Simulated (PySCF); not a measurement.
**BC: from the state search to spectroscopic constants, part 1 of 2**

Aim: find the lowest electronic state of BC, scan its bond at several levels of theory, and get bond length, wavenumber and dissociation energy from each curve.

Method: B 6-31G(d,p), C 6-31G(d,p), no relativity; program: PySCF 2.14.0.

**1. Input**

Settings of the job:

```yaml
atoms: B, C
charge: 0
basis: B 6-31G(d,p), C 6-31G(d,p)
Hamiltonian: no relativity
basis_functions: 28
electrons_treated: 11
masses_in_u: 11.0093, 12.0000
levels: PBE0, PBE, r²SCAN, M06-2X, TPSSh, r²SCANh, CAM-B3LYP, HF, MP2, SCS-MP2, CCSD, CCSD(T)
grid: 80 radial by 434 angular points
occupations: held fixed by the projection of orbital angular momentum
dissociation_limit: B + C, each in its ground configuration
starting_distance_in_angstrom: 1.525
values_of_2S_to_try: 1, 3
```

Started as:

```sh
$ OMP_NUM_THREADS=1 python dia.py task.json out
```

The job searches for the state first and then visits each distance with every level. Its results follow level by level.

**2. State search with unrestricted PBE0**

Unrestricted PBE0 solutions at 1.525 Å, counted from the lowest. The search isn't exhaustive.

| 2Ms+1 | unpaired | term | E (eV) | ⟨S²⟩ | ⟨Lz²⟩ | μ (D) |
| --- | --- | --- | --- | --- | --- | --- |
| 4 | σ ↑, π ↑↑ | ⁴Σ⁻ | 0.00 | 3.75 | 0.00 | -1.20 |
| 2 | σ ↓, π ↑↑ | not assigned | 0.38 | 1.77 | 0.00 | -1.18 |
| 2 | σ ↑, π ↑↓ | not assigned | 0.51 | 1.76 | 2.01 | -1.17 |
| 2 | π ↑ | not assigned | 0.92 | 1.56 | 1.00 | -0.93 |
| 2 | σ ↑ | not assigned | 1.51 | 0.76 | 2.00 | -1.15 |
| 4 | σ ↑↑, π ↑ | ⁴Π | 1.60 | 3.75 | 1.01 | -0.66 |
| 2 | π ↑ | ²Π | 2.41 | 0.75 | 1.00 | 1.00 |
| 4 | π ↑↑↑ | ⁴Π | 4.40 | 3.77 | 1.00 | -1.01 |

8 of 9 solutions are listed, lowest first.

A term symbol stands only where ⟨S²⟩ and ⟨Lz²⟩ are near those of a pure state. A positive dipole means B(−)C(+).

The most promising solutions are followed along the bond (rough minima from three points):

| 2Ms+1 | unpaired | R at minimum (Å) | energy at minimum (eV) |
| --- | --- | --- | --- |
| 4 | σ ↑, π ↑↑ | 1.49 | 0.00 |
| 2 | σ ↓, π ↑↑ | 1.50 | 0.39 |
| 2 | σ ↑, π ↑↓ | 1.50 | 0.52 |
| 2 | π ↑ | 1.40 | 0.62 |
| 2 | σ ↑ | 1.51 | 1.52 |

The search made 9 SCF attempts at the starting distance; with the short scans it took 3.9 s of wall time (1 thread of Arm Neoverse V1, shared host).

**3. First curve: PBE0**

State followed: ⁴Σ⁻ (quartet), unpaired electrons σ ↑, π ↑↑. The scan is laid around 1.491 Å.

Output of the SCF at 1.491 Å:

```text
******** <class 'pyscf.dft.uks_symm.SymAdaptedUKS'> ********
method = SymAdaptedUKS
initial guess = minao
damping factor = 0
level_shift factor = 0
DIIS = <class 'pyscf.scf.diis.CDIIS'>
diis_start_cycle = 1
diis_space = 10
diis_damp = 0
SCF conv_tol = 1e-09
SCF conv_tol_grad = None
SCF max_cycles = 60
direct_scf = False
max_memory 909 MB (current use 235 MB)
number electrons alpha = 7  beta = 4
XC library pyscf.dft.libxc version 7.0.0
    S. Lehtola, C. Steigemann, M. J.T. Oliveira, and M. A.L. Marques.,  SoftwareX 7, 1–5 (2018)
XC functionals = PBE0
    C. Adamo and V. Barone.,  J. Chem. Phys. 110, 6158 (1999)
    M. Ernzerhof and G. E. Scuseria.,  J. Chem. Phys. 110, 5029 (1999)
small_rho_cutoff = 0
Overwritten attributes  get_jk get_occ get_j get_k get_hcore  of <class 'pyscf.dft.uks_symm.SymAdaptedUKS'>
<class 'pyscf.dft.uks_symm.SymAdaptedUKS'> does not have attributes  refdm
Set gradient conv threshold to 3.16228e-05
init E= -62.5916131211441
cycle= 1 E= -62.5753905048356  delta_E= 0.0162  |g|= 0.00791  |ddm|= 0.0358
cycle= 2 E= -62.5754415436522  delta_E= -5.1e-05  |g|= 0.00475  |ddm|= 0.0173
cycle= 3 E= -62.5754558029269  delta_E= -1.43e-05  |g|= 0.00278  |ddm|= 0.00728
cycle= 4 E= -62.575464749522  delta_E= -8.95e-06  |g|= 0.00151  |ddm|= 0.00505
cycle= 5 E= -62.5754749903874  delta_E= -1.02e-05  |g|= 0.000462  |ddm|= 0.0087
cycle= 6 E= -62.5754775483068  delta_E= -2.56e-06  |g|= 0.000112  |ddm|= 0.00686
cycle= 7 E= -62.5754775751953  delta_E= -2.69e-08  |g|= 8.74e-06  |ddm|= 0.000695
cycle= 8 E= -62.5754775753193  delta_E= -1.24e-10  |g|= 1.42e-06  |ddm|= 4.09e-05
Extra cycle  E= -62.5754775753173  delta_E= 2.02e-12  |g|= 2.44e-06  |ddm|= 4.93e-06
converged SCF energy = -62.5754775753173  <S^2> = 3.7520903  2S+1 = 4.001045
```

The curve and what changes along it:

| R (Å) | E (eV) | μ (D) | Mulliken charge of B (e) | Mayer bond order | ⟨S²⟩ | HOMO (eV) | LUMO (eV) |
| --- | --- | --- | --- | --- | --- | --- | --- |
| 1.2823 | 0.9867 | -1.68 | 0.07 | 2.12 | 3.75 | -7.25 | -4.16 |
| 1.3419 | 0.4380 | -1.57 | 0.09 | 2.10 | 3.75 | -7.40 | -4.00 |
| 1.4015 | 0.1346 | -1.46 | 0.11 | 2.07 | 3.75 | -7.55 | -3.85 |
| 1.4463 | 0.0278 | -1.37 | 0.12 | 2.04 | 3.75 | -7.65 | -3.74 |
| 1.4910 | 0.0000 | -1.28 | 0.12 | 2.01 | 3.75 | -7.76 | -3.65 |
| 1.5357 | 0.0326 | -1.18 | 0.13 | 1.97 | 3.75 | -7.82 | -3.55 |
| 1.5954 | 0.1450 | -1.07 | 0.14 | 1.91 | 3.75 | -7.80 | -3.44 |
| 1.6699 | 0.3584 | -0.96 | 0.15 | 1.81 | 3.75 | -7.77 | -3.30 |
| 1.7594 | 0.6746 | -0.92 | 0.16 | 1.68 | 3.75 | -7.68 | -3.25 |
| 1.8787 | 1.1366 | -0.99 | 0.17 | 1.52 | 3.76 | -7.38 | -3.16 |

Fit: Re = 1.487 Å, ωe = 1207 cm⁻¹, ωexe = 12.3 cm⁻¹, αe = 0.0175 cm⁻¹, Be = 1.327 cm⁻¹, De = 4.73 eV, μ = -1.28 D.

Orbitals nearest the gap at 1.491 Å:

| spin | orbital | ε (eV) | filled | made of |
| --- | --- | --- | --- | --- |
| α | σ | -19.51 | yes | C s 62 %, B s 21 %, B p 9 % |
| β | σ | -16.58 | yes | C s 56 %, B s 26 %, B p 11 % |
| α | σ | -10.48 | yes | B s 49 %, C s 23 %, C p 20 % |
| α | π | -8.43 | yes | C p 62 %, B p 37 % |
| α | π | -8.43 | yes | C p 62 %, B p 37 % |
| α | σ | -7.82 | yes | C p 39 %, B p 37 %, B s 15 % |
| β | σ | -7.76 | yes | C p 34 %, B s 33 %, C s 30 % |
| β | π | -3.65 | no | C p 52 %, B p 47 % |
| β | π | -3.65 | no | C p 52 %, B p 47 % |
| α | π | -0.77 | no | B p 64 %, C p 35 % |
| α | π | -0.77 | no | B p 64 %, C p 35 % |

Polarisability there: 45.4 bohr³ along the bond, 14.7 across it. Without diffuse functions these come out too small, above all across the bond.

**4. Orbitals, density and potential**

The fields below are evaluated on a grid from the run's orbitals.

Frontier orbitals at PBE0 (alpha spin), with the share of their density that lies nearest to each atom:

| orbital | energy (eV) | lies on |
| --- | --- | --- |
| HOMO-1 | -8.43 | C2 65 %; B1 35 % |
| HOMO | -7.82 | B1 52 %; C2 48 % |
| LUMO | -0.77 | B1 63 %; C2 37 % |

ELF in a plane through or near 2 of the atoms.

Values, 10 rows by 14 columns:
```
0.00 0.00 0.00 0.00 0.00 0.00 0.00 0.00 0.00 0.00 0.00 0.00 0.00 0.00
0.00 0.00 0.02 0.17 0.30 0.22 0.14 0.09 0.10 0.11 0.07 0.01 0.00 0.00
0.00 0.01 0.40 0.70 0.73 0.55 0.38 0.27 0.37 0.50 0.47 0.18 0.01 0.00
0.00 0.22 0.87 0.94 0.92 0.75 0.67 0.66 0.70 0.85 0.88 0.70 0.25 0.01
0.02 0.55 0.95 0.98 0.95 0.17 0.45 0.91 0.23 0.77 0.97 0.89 0.57 0.04
0.02 0.61 0.96 0.99 0.90 0.89 0.25 0.93 0.80 0.36 0.98 0.91 0.62 0.06
0.01 0.41 0.93 0.97 0.96 0.53 0.71 0.83 0.71 0.91 0.94 0.83 0.44 0.02
0.00 0.07 0.71 0.87 0.86 0.69 0.55 0.45 0.56 0.72 0.74 0.46 0.09 0.00
0.00 0.00 0.23 0.55 0.62 0.45 0.30 0.20 0.27 0.36 0.31 0.08 0.00 0.00
0.00 0.00 0.00 0.02 0.06 0.06 0.04 0.02 0.02 0.02 0.01 0.00 0.00 0.00
```
The map spans 6.7 Å across and 5.2 Å up, centred on the molecule. Atoms in the plane (x, y in Å): B1 (-0.7, 0.0), C2 (0.7, 0.0).

On the surface of density 0.002 e/bohr³ the electrostatic potential runs, from the 1st to the 99th percentile, from -1.22 V near C2 to 0.85 V near B1.

The spin density lies nearest to C2 53 %; B1 47 %.

**5. Higher solutions at PBE0**

State 2: Ms = 0.5 determinant of mixed spin (⟨S²⟩ = 1.77), unpaired electrons σ ↓, π ↑↑, an excited solution.

Output of the SCF at 1.491 Å:

```text
[... 13 set-up lines left out, the same as in an earlier log ...]
max_memory 909 MB (current use 272 MB)
number electrons alpha = 6  beta = 5
[... 7 set-up lines left out, the same as in an earlier log ...]
init E= -62.5770195906367
cycle= 1 E= -62.5610023972376  delta_E= 0.016  |g|= 0.00795  |ddm|= 0.0346
cycle= 2 E= -62.5610450740393  delta_E= -4.27e-05  |g|= 0.00478  |ddm|= 0.0168
cycle= 3 E= -62.5610559116348  delta_E= -1.08e-05  |g|= 0.00267  |ddm|= 0.00701
cycle= 4 E= -62.5610618893067  delta_E= -5.98e-06  |g|= 0.00081  |ddm|= 0.00412
cycle= 5 E= -62.5610631482436  delta_E= -1.26e-06  |g|= 0.000127  |ddm|= 0.00275
cycle= 6 E= -62.5610632244342  delta_E= -7.62e-08  |g|= 2.45e-05  |ddm|= 0.000916
cycle= 7 E= -62.5610632254297  delta_E= -9.95e-10  |g|= 2.35e-06  |ddm|= 9.69e-05
Extra cycle  E= -62.5610632254361  delta_E= -6.38e-12  |g|= 7.71e-07  |ddm|= 4.89e-06
converged SCF energy = -62.5610632254361  <S^2> = 1.7663354  2S+1 = 2.8399545
```

Re = 1.497 Å, ωe = 1206 cm⁻¹; the determinant mixes terms (⟨S²⟩ = 1.77, ⟨Lz²⟩ = 0.00), so these belong to no real state. Its minimum lies 0.39 eV above that of the lowest state.

State 3: Ms = 0.5 determinant of mixed spin (⟨S²⟩ = 1.76), unpaired electrons σ ↑, π ↑↓, an excited solution.

The SCF at the reference distance, 1.491 Å, printed:

```text
[... 13 set-up lines left out, the same as in an earlier log ...]
max_memory 909 MB (current use 245 MB)
[... 8 set-up lines left out, the same as in an earlier log ...]
init E= -62.5721979062215
cycle= 1 E= -62.5562710568757  delta_E= 0.0159  |g|= 0.00787  |ddm|= 0.0346
cycle= 2 E= -62.5563153976572  delta_E= -4.43e-05  |g|= 0.00472  |ddm|= 0.0167
cycle= 3 E= -62.5563267296303  delta_E= -1.13e-05  |g|= 0.00277  |ddm|= 0.00702
cycle= 4 E= -62.5563338151994  delta_E= -7.09e-06  |g|= 0.00106  |ddm|= 0.00443
cycle= 5 E= -62.5563372560006  delta_E= -3.44e-06  |g|= 0.000227  |ddm|= 0.00481
cycle= 6 E= -62.5563376953131  delta_E= -4.39e-07  |g|= 6.66e-05  |ddm|= 0.00228
cycle= 7 E= -62.5563377110511  delta_E= -1.57e-08  |g|= 1.64e-05  |ddm|= 0.000345
cycle= 8 E= -62.5563377123856  delta_E= -1.33e-09  |g|= 3.92e-06  |ddm|= 8.68e-05
cycle= 9 E= -62.5563377124182  delta_E= -3.26e-11  |g|= 3.61e-07  |ddm|= 1.52e-05
Extra cycle  E= -62.5563377124185  delta_E= -2.84e-13  |g|= 1.83e-07  |ddm|= 1.02e-06
converged SCF energy = -62.5563377124185  <S^2> = 1.7573996  2S+1 = 2.8336546
```

Re = 1.494 Å, ωe = 1209 cm⁻¹; the determinant mixes terms (⟨S²⟩ = 1.76, ⟨Lz²⟩ = 2.01), so these belong to no real state. Its minimum lies 0.52 eV above that of the lowest state.

State 4: Ms = 0.5 determinant of mixed spin (⟨S²⟩ = 1.57), unpaired electrons π ↑, an excited solution.

Log of the SCF at 1.491 Å:

```text
[... 22 set-up lines left out, the same as in an earlier log ...]
init E= -62.5651550461453
cycle= 1 E= -62.5454855709256  delta_E= 0.0197  |g|= 0.0128  |ddm|= 0.0342
cycle= 2 E= -62.5453265549908  delta_E= 0.000159  |g|= 0.0208  |ddm|= 0.0324
cycle= 3 E= -62.5456195571283  delta_E= -0.000293  |g|= 0.00495  |ddm|= 0.0216
cycle= 4 E= -62.5456388822832  delta_E= -1.93e-05  |g|= 0.000853  |ddm|= 0.00508
cycle= 5 E= -62.545641929752  delta_E= -3.05e-06  |g|= 0.000319  |ddm|= 0.00353
cycle= 6 E= -62.5456424898533  delta_E= -5.6e-07  |g|= 0.000118  |ddm|= 0.00176
cycle= 7 E= -62.5456425804977  delta_E= -9.06e-08  |g|= 5.86e-05  |ddm|= 0.000617
cycle= 8 E= -62.5456426086889  delta_E= -2.82e-08  |g|= 1.47e-05  |ddm|= 0.000468
cycle= 9 E= -62.545642610297  delta_E= -1.61e-09  |g|= 3.55e-06  |ddm|= 0.000119
cycle= 10 E= -62.5456426103329  delta_E= -3.6e-11  |g|= 7.42e-07  |ddm|= 1.59e-05
Extra cycle  E= -62.5456426103326  delta_E= 3.13e-13  |g|= 1.27e-06  |ddm|= 2.04e-06
converged SCF energy = -62.5456426103326  <S^2> = 1.5595956  2S+1 = 2.6904242
```

Re = 1.393 Å, ωe = 1483 cm⁻¹; the determinant mixes terms (⟨S²⟩ = 1.57, ⟨Lz²⟩ = 1.00), so these belong to no real state. Its minimum lies 0.63 eV above that of the lowest state.

Energy (eV) from the lowest point of the lowest state:

| R (Å) | lowest | state 2 | state 3 | state 4 |
| --- | --- | --- | --- | --- |
| 1.282 | 0.987 | 1.466 | 1.575 | 0.975 |
| 1.342 | 0.438 | 0.889 | 1.003 | 0.691 |
| 1.401 | 0.135 | 0.559 | 0.680 | 0.628 |
| 1.446 | 0.028 | 0.435 | 0.560 | 0.686 |
| 1.491 | 0.000 | 0.392 | 0.521 | 0.812 |
| 1.536 | 0.033 | 0.413 | 0.545 | 0.987 |
| 1.595 | 0.145 | 0.516 | 0.651 | 1.273 |
| 1.670 | 0.358 | 0.728 | 0.864 | 1.674 |
| 1.759 | 0.675 | 1.054 | 1.188 | 2.169 |
| 1.879 | 1.137 | 1.542 | 1.667 | 2.779 |

**6. PBE (GGA)**

Output of the SCF at 1.491 Å:

```text
[... 17 set-up lines left out, the same as in an earlier log ...]
XC functionals = PBE
    J. P. Perdew, K. Burke, and M. Ernzerhof.,  Phys. Rev. Lett. 77, 3865 (1996)
    J. P. Perdew, K. Burke, and M. Ernzerhof.,  Phys. Rev. Lett. 78, 1396 (1997)
    J. P. Perdew, K. Burke, and M. Ernzerhof.,  Phys. Rev. Lett. 77, 3865 (1996)
    J. P. Perdew, K. Burke, and M. Ernzerhof.,  Phys. Rev. Lett. 78, 1396 (1997)
[... 2 set-up lines left out, the same as in an earlier log ...]
init E= -62.5682874210654
cycle= 1 E= -62.5679830568583  delta_E= 0.000304  |g|= 0.0376  |ddm|= 0.0896
cycle= 2 E= -62.5539844481909  delta_E= 0.014  |g|= 0.136  |ddm|= 0.205
cycle= 3 E= -62.5691475432878  delta_E= -0.0152  |g|= 0.00247  |ddm|= 0.155
cycle= 4 E= -62.5691528349807  delta_E= -5.29e-06  |g|= 0.00181  |ddm|= 0.00702
cycle= 5 E= -62.5691551381542  delta_E= -2.3e-06  |g|= 0.000832  |ddm|= 0.00211
cycle= 6 E= -62.5691557646377  delta_E= -6.26e-07  |g|= 7.3e-05  |ddm|= 0.00139
cycle= 7 E= -62.5691557775708  delta_E= -1.29e-08  |g|= 4.01e-06  |ddm|= 0.000402
cycle= 8 E= -62.5691557775886  delta_E= -1.78e-11  |g|= 3.26e-06  |ddm|= 1.45e-05
Extra cycle  E= -62.569155777476  delta_E= 1.13e-10  |g|= 1.23e-05  |ddm|= 1.75e-05
converged SCF energy = -62.569155777476  <S^2> = 3.7515223  2S+1 = 4.0007611
```

Re = 1.507 Å, ωe = 1166 cm⁻¹, ωexe = 10.6 cm⁻¹, αe = 0.0161 cm⁻¹, Be = 1.293 cm⁻¹, De = 5.11 eV, μ = -0.92 D.

**7. r²SCAN (meta-GGA)**

Log of the SCF at 1.491 Å:

```text
[... 17 set-up lines left out, the same as in an earlier log ...]
XC functionals = R2SCAN
    J. W. Furness, A. D. Kaplan, J. Ning, J. P. Perdew, and J. Sun.,  J. Phys. Chem. Lett. 11, 8208-8215 (2020)
    J. W. Furness, A. D. Kaplan, J. Ning, J. P. Perdew, and J. Sun.,  J. Phys. Chem. Lett. 11, 9248-9248 (2020)
    J. W. Furness, A. D. Kaplan, J. Ning, J. P. Perdew, and J. Sun.,  J. Phys. Chem. Lett. 11, 8208-8215 (2020)
    J. W. Furness, A. D. Kaplan, J. Ning, J. P. Perdew, and J. Sun.,  J. Phys. Chem. Lett. 11, 9248-9248 (2020)
[... 2 set-up lines left out, the same as in an earlier log ...]
init E= -62.6233261142625
cycle= 1 E= -62.6236057280899  delta_E= -0.00028  |g|= 0.00312  |ddm|= 0.0396
cycle= 2 E= -62.6236190214764  delta_E= -1.33e-05  |g|= 0.00127  |ddm|= 0.00934
cycle= 3 E= -62.6236208804274  delta_E= -1.86e-06  |g|= 0.000891  |ddm|= 0.00384
cycle= 4 E= -62.623620632846  delta_E= 2.48e-07  |g|= 0.00143  |ddm|= 0.00317
cycle= 5 E= -62.6236223511206  delta_E= -1.72e-06  |g|= 0.000203  |ddm|= 0.00158
cycle= 6 E= -62.6236226109771  delta_E= -2.6e-07  |g|= 0.000154  |ddm|= 0.00175
cycle= 7 E= -62.6236226531453  delta_E= -4.22e-08  |g|= 8.34e-06  |ddm|= 0.000768
cycle= 8 E= -62.6236226532413  delta_E= -9.6e-11  |g|= 9.27e-07  |ddm|= 2.52e-05
Extra cycle  E= -62.6236226532446  delta_E= -3.27e-12  |g|= 5.58e-07  |ddm|= 4.14e-06
converged SCF energy = -62.6236226532446  <S^2> = 3.7535076  2S+1 = 4.0017534
```

Re = 1.496 Å, ωe = 1179 cm⁻¹, ωexe = 11.4 cm⁻¹, αe = 0.0175 cm⁻¹, Be = 1.313 cm⁻¹, De = 4.83 eV, μ = -1.29 D. 4.5 s of CPU time for 12 points, integrals apart.

**8. M06-2X (hybrid meta-GGA)**

The SCF at the reference distance, 1.491 Å, printed:

```text
[... 13 set-up lines left out, the same as in an earlier log ...]
max_memory 909 MB (current use 251 MB)
[... 3 set-up lines left out, the same as in an earlier log ...]
XC functionals = M062X
    Y. Zhao and D. G. Truhlar.,  Theor. Chem. Acc. 120, 215 (2008)
    Y. Zhao and D. G. Truhlar.,  Theor. Chem. Acc. 120, 215 (2008)
[... 2 set-up lines left out, the same as in an earlier log ...]
init E= -62.6382748637488
cycle= 1 E= -62.6392754275578  delta_E= -0.001  |g|= 0.00662  |ddm|= 0.102
cycle= 2 E= -62.6393231917215  delta_E= -4.78e-05  |g|= 0.00313  |ddm|= 0.0161
cycle= 3 E= -62.6393293631652  delta_E= -6.17e-06  |g|= 0.0035  |ddm|= 0.00753
cycle= 4 E= -62.639340133365  delta_E= -1.08e-05  |g|= 0.00074  |ddm|= 0.00476
cycle= 5 E= -62.6393433937015  delta_E= -3.26e-06  |g|= 0.000503  |ddm|= 0.00369
cycle= 6 E= -62.6393463638529  delta_E= -2.97e-06  |g|= 0.000137  |ddm|= 0.00632
cycle= 7 E= -62.6393465762483  delta_E= -2.12e-07  |g|= 1.33e-05  |ddm|= 0.00203
cycle= 8 E= -62.6393465766348  delta_E= -3.87e-10  |g|= 3.62e-06  |ddm|= 7.68e-05
Extra cycle  E= -62.6393465766408  delta_E= -5.97e-12  |g|= 2.78e-06  |ddm|= 7.25e-06
converged SCF energy = -62.6393465766408  <S^2> = 3.7544377  2S+1 = 4.0022182
```

Re = 1.483 Å, ωe = 1211 cm⁻¹, ωexe = 11.7 cm⁻¹, αe = 0.0172 cm⁻¹, Be = 1.336 cm⁻¹, De = 4.70 eV, μ = -1.22 D.

**9. TPSSh**

Log of the SCF at 1.491 Å:

```text
[... 17 set-up lines left out, the same as in an earlier log ...]
XC functionals = TPSSH
    V. N. Staroverov, G. E. Scuseria, J. Tao, and J. P. Perdew.,  J. Chem. Phys. 119, 12129 (2003)
[... 2 set-up lines left out, the same as in an earlier log ...]
init E= -62.6757989210327
cycle= 1 E= -62.676140118902  delta_E= -0.000341  |g|= 0.00398  |ddm|= 0.0414
cycle= 2 E= -62.6761455383276  delta_E= -5.42e-06  |g|= 0.00376  |ddm|= 0.00923
cycle= 3 E= -62.6761473699748  delta_E= -1.83e-06  |g|= 0.00363  |ddm|= 0.00821
cycle= 4 E= -62.6761581729648  delta_E= -1.08e-05  |g|= 0.000353  |ddm|= 0.00434
cycle= 5 E= -62.6761587350438  delta_E= -5.62e-07  |g|= 0.000258  |ddm|= 0.00193
cycle= 6 E= -62.6761589318367  delta_E= -1.97e-07  |g|= 0.000146  |ddm|= 0.00114
cycle= 7 E= -62.6761589838276  delta_E= -5.2e-08  |g|= 1.4e-05  |ddm|= 0.000792
cycle= 8 E= -62.6761589841586  delta_E= -3.31e-10  |g|= 8.96e-07  |ddm|= 6.4e-05
Extra cycle  E= -62.6761589841588  delta_E= -1.42e-13  |g|= 1.04e-06  |ddm|= 2.16e-06
converged SCF energy = -62.6761589841588  <S^2> = 3.7526696  2S+1 = 4.0013346
```

Re = 1.492 Å, ωe = 1209 cm⁻¹, ωexe = 12.9 cm⁻¹, αe = 0.0172 cm⁻¹, Be = 1.319 cm⁻¹, De = 4.63 eV, μ = -1.26 D. 5.2 s of CPU time for 12 points, integrals apart.

**10. r²SCANh (hybrid meta-GGA)**

The SCF at the reference distance, 1.491 Å, printed:

```text
[... 13 set-up lines left out, the same as in an earlier log ...]
max_memory 909 MB (current use 252 MB)
[... 3 set-up lines left out, the same as in an earlier log ...]
XC functionals = HYB_MGGA_XC_R2SCANH
    M. Bursch, H. Neugebauer, S. Ehlert, and S. Grimme.,  J. Chem. Phys. 156, 134105 (2022)
[... 2 set-up lines left out, the same as in an earlier log ...]
init E= -62.6205244707301
cycle= 1 E= -62.6207173423969  delta_E= -0.000193  |g|= 0.00728  |ddm|= 0.0319
cycle= 2 E= -62.6205826423945  delta_E= 0.000135  |g|= 0.015  |ddm|= 0.0252
cycle= 3 E= -62.6207634032398  delta_E= -0.000181  |g|= 0.00237  |ddm|= 0.0194
cycle= 4 E= -62.6207697871659  delta_E= -6.38e-06  |g|= 0.000966  |ddm|= 0.00424
cycle= 5 E= -62.6207723745135  delta_E= -2.59e-06  |g|= 0.000431  |ddm|= 0.00359
cycle= 6 E= -62.6207737271441  delta_E= -1.35e-06  |g|= 3.76e-05  |ddm|= 0.00493
cycle= 7 E= -62.6207737357227  delta_E= -8.58e-09  |g|= 6.21e-06  |ddm|= 0.000488
cycle= 8 E= -62.6207737359871  delta_E= -2.64e-10  |g|= 5.73e-07  |ddm|= 6.91e-05
Extra cycle  E= -62.6207737359881  delta_E= -9.66e-13  |g|= 3.76e-07  |ddm|= 2.29e-06
converged SCF energy = -62.6207737359881  <S^2> = 3.7535521  2S+1 = 4.0017757
```

Re = 1.489 Å, ωe = 1194 cm⁻¹, ωexe = 12.5 cm⁻¹, αe = 0.0183 cm⁻¹, Be = 1.324 cm⁻¹, De = 4.71 eV, μ = -1.40 D. 4.6 s of CPU time for 12 points, integrals apart.

**11. CAM-B3LYP**

The SCF at the reference distance, 1.491 Å, printed:

```text
[... 17 set-up lines left out, the same as in an earlier log ...]
XC functionals = CAMB3LYP
    T. Yanai, D. P. Tew, and N. C. Handy.,  Chem. Phys. Lett. 393, 51 (2004)
[... 2 set-up lines left out, the same as in an earlier log ...]
init E= -62.6138949144048
cycle= 1 E= -62.6141725137052  delta_E= -0.000278  |g|= 0.00775  |ddm|= 0.0542
cycle= 2 E= -62.6141694622635  delta_E= 3.05e-06  |g|= 0.00955  |ddm|= 0.0203
cycle= 3 E= -62.6142335108724  delta_E= -6.4e-05  |g|= 0.00129  |ddm|= 0.00977
cycle= 4 E= -62.6142411825614  delta_E= -7.67e-06  |g|= 0.000778  |ddm|= 0.00566
cycle= 5 E= -62.6142450911538  delta_E= -3.91e-06  |g|= 0.000503  |ddm|= 0.004
cycle= 6 E= -62.6142481839623  delta_E= -3.09e-06  |g|= 0.000148  |ddm|= 0.00639
cycle= 7 E= -62.6142483631093  delta_E= -1.79e-07  |g|= 1.55e-05  |ddm|= 0.00177
cycle= 8 E= -62.6142483639218  delta_E= -8.12e-10  |g|= 2.06e-06  |ddm|= 0.000112
Extra cycle  E= -62.6142483639264  delta_E= -4.59e-12  |g|= 1.17e-06  |ddm|= 4.76e-06
converged SCF energy = -62.6142483639264  <S^2> = 3.7528064  2S+1 = 4.001403
```

Re = 1.479 Å, ωe = 1219 cm⁻¹, ωexe = 13.0 cm⁻¹, αe = 0.0183 cm⁻¹, Be = 1.343 cm⁻¹, De = 4.41 eV, μ = -1.29 D.

(Continued in part 2 of 2.)
